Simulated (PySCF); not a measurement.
Species: propylene oxide, C3H6O.
Atom-mapped SMILES: `[CH3:1][C@@H:2]1[CH2:3][O:4]1` (hydrogens: H5, H6, H7 on C1; H8 on C2; H9, H10 on C3)

Computed with PySCF, PBE0-D3(BJ)/def2-SVP geometry optimisation, gas phase.

Give the optimised bond lengths and angles.

```csv
bond,length (Å),order
C1–C2,1.499,single
C2–C3,1.464,single
C3–O4,1.410,single
C2–O4,1.412,single
"C1–H5, C1–H6, C1–H7",1.101,single
C2–H8,1.101,single
C3–H9,1.098,single
C3–H10,1.098,single
```

Bonds in one row agree within 0.01 Å and their mean is given. Orders are formal, as drawn. A selection of angles:
```csv
angle,degrees
C2–C1–H5,110.7
H5–C1–H6,108.7
H5–C1–H7,108.0
C1–C2–C3,122.4
C1–C2–O4,116.9
C1–C2–H8,115.3
C3–C2–O4,58.7
C3–C2–H8,117.1
O4–C2–H8,113.8
C2–C3–O4,58.8
C2–C3–H9,119.2
C2–C3–H10,120.0
O4–C3–H9,115.8
O4–C3–H10,115.9
H9–C3–H10,115.0
C2–O4–C3,62.5
```

Dihedral angles: C1–C2–C3–O4 -104° (anticlinal); C1–C2–O4–C3 113° (anticlinal).

The C–C distances run from 1.464 Å (C2–C3, drawn single) to 1.499 Å (C1–C2, drawn single), a spread of 0.035 Å. O4 (epoxide oxygen) is bent (angle 62.5°). The 3-membered ring C2–C3–O4 has internal angles of 58.7° to 62.5°.

Point group: C1 (no symmetry element, even within 0.4 Å). PBE0-D3(BJ)/def2-SVP frequencies: not computed here.
